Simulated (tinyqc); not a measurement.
Worked calculation (part 2 of 2): CCSD on RHF in the sto-6g basis, frozen core, for H2O, spin multiplicity 1. Computed by tinyqc, a small Python program that keeps every step (integrals from PySCF). Command: `OMP_NUM_THREADS=1 python tinyqc.py 24459 24460 out.jsonl` (the two numbers bound the seeds that draw the settings). One thread of a shared host (Intel(R) Xeon(R) Processor @ 2.60GHz), about 0.4 s of CPU time with the checks.

Geometry (angstrom):
```
atom         x          y         z
O     0.000000   0.000000  0.000000
H     0.000000   0.922000  0.595000
H     0.000000  -1.001000  0.646000
```

## CCSD: amplitude update 2

Amplitudes after update 1 (spin orbitals 1a, 1b, ...; amplitudes related by a flip of all spins are not repeated; the 24 largest):
```
from      to          t
3a 3b  7a 7b  -0.089154
4a 4b  6a 6b  -0.083445
3a 4b  6b 7a  -0.062502
3a 3b  6a 6b  -0.060966
4a 4b  7a 7b  -0.043314
3a 4b  6a 7b   0.041509
2a 4b  6a 6b  -0.035060
3a 4b  6a 6b   0.031120
2a 2b  6a 6b  -0.030319
2a 3b  6a 7b   0.029271
5a 5b  6a 6b  -0.024658
2a 2b  7a 7b  -0.022678
3a 4a  6a 7a  -0.020993
3a 4b  7a 7b  -0.016320
5a 5b  7a 7b  -0.015360
2a 3b  6b 7a  -0.014910
2a 3a  6a 7a   0.014360
4a        6a   0.012333
2a 3b  7a 7b  -0.011373
2a 4b  6b 7a  -0.008874
2a 3b  6a 6b   0.008701
4a 4b  6a 7b  -0.008047
2a 4b  6a 7b   0.007088
3a 3b  6a 7b  -0.004437
```

Two-electron integrals over orbitals (pq|rs), unique and non-zero (hartree); the lowest 1 orbital is frozen and left out:
```
(22|22) 0.727341    (32|22) 0.004430    (32|32) 0.127574    (33|22) 0.606316
(33|32) -0.001327   (33|33) 0.583490    (42|22) -0.030087   (42|32) 0.004940
(42|33) 0.001480    (42|42) 0.130161    (43|22) 0.015744    (43|32) 0.028591
(43|33) 0.009731    (43|42) -0.014578   (43|43) 0.057028    (44|22) 0.664824
(44|32) -0.016517   (44|33) 0.560085    (44|42) -0.091837   (44|43) 0.011383
(44|44) 0.699942    (52|52) 0.152560    (53|52) -0.007663   (53|53) 0.026182
(54|52) -0.040144   (54|53) 0.003803    (54|54) 0.046032    (55|22) 0.759401
(55|32) -0.010413   (55|33) 0.594431    (55|42) -0.076676   (55|43) 0.018774
(55|44) 0.689879    (55|55) 0.880663    (62|22) -0.122260   (62|32) 0.015021
(62|33) -0.059603   (62|42) -0.036763   (62|43) -0.004761   (62|44) -0.061826
(62|55) -0.133319   (62|62) 0.089748    (63|22) 0.039516    (63|32) 0.038021
(63|33) 0.024908    (63|42) -0.012783   (63|43) 0.041863    (63|44) 0.017924
(63|55) 0.042202    (63|62) -0.016420   (63|63) 0.083077    (64|22) -0.135661
(64|32) -0.012169   (64|33) -0.049184   (64|42) 0.042004    (64|43) -0.019204
(64|44) -0.129779   (64|55) -0.152781   (64|62) 0.059228    (64|63) -0.037785
(64|64) 0.103386    (65|52) -0.048896   (65|53) 0.006522    (65|54) -0.007329
(65|65) 0.032366    (66|22) 0.574686    (66|32) -0.031965   (66|33) 0.535937
(66|42) 0.046205    (66|43) -0.026499   (66|44) 0.540454    (66|55) 0.563703
(66|62) -0.081826   (66|63) -0.019558   (66|64) -0.041099   (66|66) 0.583391
(72|22) 0.039074    (72|32) 0.056074    (72|33) 0.008893    (72|42) -0.001647
(72|43) -0.024252   (72|44) 0.026017    (72|55) 0.040433    (72|62) -0.007036
(72|63) -0.022973   (72|64) -0.019263   (72|66) 0.020409    (72|72) 0.073145
(73|22) 0.168512    (73|32) -0.026082   (73|33) 0.086950    (73|42) -0.068194
(73|43) 0.001791    (73|44) 0.144848    (73|55) 0.201096    (73|62) -0.063930
(73|63) 0.009297    (73|64) -0.093386   (73|66) 0.052590    (73|72) 0.023699
(73|73) 0.156875    (74|22) 0.006061    (74|32) -0.064943   (74|33) 0.003771
(74|42) 0.003510    (74|43) -0.011887   (74|44) 0.015604    (74|55) 0.011229
(74|62) -0.013798   (74|63) -0.050853   (74|64) 0.008742    (74|66) 0.030151
(74|72) -0.014680   (74|73) 0.024158    (74|74) 0.063341    (75|52) 0.014169
(75|53) 0.022886    (75|54) -0.001289   (75|65) -0.001984   (75|75) 0.026447
(76|22) -0.002698   (76|32) -0.078603   (76|33) 0.001325    (76|42) -0.011273
(76|43) -0.057421   (76|44) 0.018284    (76|55) 0.005942    (76|62) 0.002906
(76|63) -0.061990   (76|64) 0.018582    (76|66) 0.038187    (76|72) 0.000184
(76|73) 0.030210    (76|74) 0.049542    (76|76) 0.098740    (77|22) 0.613458
(77|32) 0.038720    (77|33) 0.577656    (77|42) -0.020526   (77|43) 0.032461
(77|44) 0.572214    (77|55) 0.611410    (77|62) -0.058645   (77|63) 0.053506
(77|64) -0.065444   (77|66) 0.523164    (77|72) 0.019974    (77|73) 0.089062
(77|74) -0.024050   (77|76) -0.038160   (77|77) 0.616435
```

orbital energies (hartree): MO1 -20.515545, MO2 -1.196333, MO3 -0.543791, MO4 -0.411776, MO5 -0.385310, MO6 0.405524, MO7 0.574899

t_i^a D_i^a and t_ij^ab D_ij^ab are set to the remaining terms of the spin-orbital equations, evaluated with the old amplitudes; for the doubles these are <ij||ab> + 1/2 <ab||ef> t_ij^ef + 1/2 <mn||ij> t_mn^ab + P(ij)P(ab) <mb||ej> t_im^ae + terms in t^2 + terms with t1, D the orbital-energy denominators.

Amplitudes after update 2 (spin orbitals 1a, 1b, ...; amplitudes related by a flip of all spins are not repeated; the 24 largest):
```
from      to          t
3a 3b  7a 7b  -0.095533
4a 4b  6a 6b  -0.093278
3a 4b  6b 7a  -0.067893
3a 3b  6a 6b  -0.067320
3a 4b  6a 7b   0.049551
4a 4b  7a 7b  -0.048167
2a 4b  6a 6b  -0.039054
3a 4b  6a 6b   0.035503
2a 3b  6a 7b   0.030347
2a 2b  6a 6b  -0.030278
5a 5b  6a 6b  -0.025826
2a 2b  7a 7b  -0.022565
4a        6a   0.020100
3a 4b  7a 7b  -0.018609
3a 4a  6a 7a  -0.018343
2a 3b  6b 7a  -0.017768
5a 5b  7a 7b  -0.015218
2a 3a  6a 7a   0.012578
2a 3b  7a 7b  -0.012494
4a 4b  6a 7b  -0.009568
2a 3b  6a 6b   0.009403
2a 4b  6b 7a  -0.009114
2a 4b  6a 7b   0.007726
3a 3b  6a 7b  -0.004100
```

correlation energy = -0.07391085 hartree

## CCSD: amplitude update 3

t_i^a D_i^a and t_ij^ab D_ij^ab are set to the remaining terms of the spin-orbital equations, evaluated with the old amplitudes; for the doubles these are <ij||ab> + 1/2 <ab||ef> t_ij^ef + 1/2 <mn||ij> t_mn^ab + P(ij)P(ab) <mb||ej> t_im^ae + terms in t^2 + terms with t1, D the orbital-energy denominators. DIIS then mixes the stored amplitudes.

DIIS coefficients: [-0.862298, 1.862298]

Amplitudes after update 3 (spin orbitals 1a, 1b, ...; amplitudes related by a flip of all spins are not repeated; the 24 largest):
```
from      to          t
4a 4b  6a 6b  -0.103442
3a 3b  7a 7b  -0.100397
3a 4b  6b 7a  -0.072353
3a 3b  6a 6b  -0.070971
3a 4b  6a 7b   0.057174
4a 4b  7a 7b  -0.052310
2a 4b  6a 6b  -0.042082
3a 4b  6a 6b   0.039208
2a 3b  6a 7b   0.030417
2a 2b  6a 6b  -0.029985
4a        6a   0.028763
5a 5b  6a 6b  -0.026417
2a 2b  7a 7b  -0.022005
3a 4b  7a 7b  -0.020659
2a 3b  6b 7a  -0.019865
3a 4a  6a 7a  -0.015178
5a 5b  7a 7b  -0.014636
2a 3b  7a 7b  -0.013272
4a 4b  6a 7b  -0.010845
2a 3a  6a 7a   0.010552
2a 3b  6a 6b   0.009772
2a 4b  6b 7a  -0.009171
2a 4b  6a 7b   0.008216
3a 3b  6a 7b  -0.003869
```

correlation energy = -0.07826388 hartree

## CCSD: convergence

E_corr = 1/4 sum <ij||ab> t_ij^ab + 1/2 sum <ij||ab> t_i^a t_j^b; stop when the norm of the change is below 1e-8.

Course of the amplitude iterations:
```
update  correlation energy (hartree)  norm of the change
0                        -0.05291920                   -
1                        -0.06833193            1.07e-01
2                        -0.07391085            4.70e-02
3                        -0.07826388            2.29e-02
4                        -0.07832155            4.13e-03
5                        -0.07836336            9.46e-04
6                        -0.07836262            1.06e-04
7                        -0.07836173            4.04e-05
8                        -0.07836249            8.55e-06
9                        -0.07836273            2.20e-06
10                       -0.07836272            7.66e-07
11                       -0.07836270            1.89e-07
12                       -0.07836270            5.06e-08
13                       -0.07836270            1.92e-08
14                       -0.07836270            4.56e-09
```

Converged amplitudes (spin orbitals 1a, 1b, ...; amplitudes related by a flip of all spins are not repeated; the 24 largest):
```
from      to          t
4a 4b  6a 6b  -0.106355
3a 3b  7a 7b  -0.100801
3a 4b  6b 7a  -0.072626
3a 3b  6a 6b  -0.068620
3a 4b  6a 7b   0.058093
4a 4b  7a 7b  -0.052534
2a 4b  6a 6b  -0.042075
3a 4b  6a 6b   0.039262
4a        6a   0.031963
2a 2b  6a 6b  -0.029987
2a 3b  6a 7b   0.029747
5a 5b  6a 6b  -0.026018
2a 2b  7a 7b  -0.021654
3a 4b  7a 7b  -0.020813
2a 3b  6b 7a  -0.019479
3a 4a  6a 7a  -0.014534
5a 5b  7a 7b  -0.014357
2a 3b  7a 7b  -0.013209
4a 4b  6a 7b  -0.010901
2a 3a  6a 7a   0.010268
2a 3b  6a 6b   0.009558
2a 4b  6b 7a  -0.009141
2a 4b  6a 7b   0.008247
3a 3b  6a 7b  -0.004107
```

CCSD total energy = -75.70480568 hartree

T1 diagnostic, norm of the one-spin t1 over sqrt(correlated electrons) = 0.011497

Converged in 14 updates, with DIIS from the third.
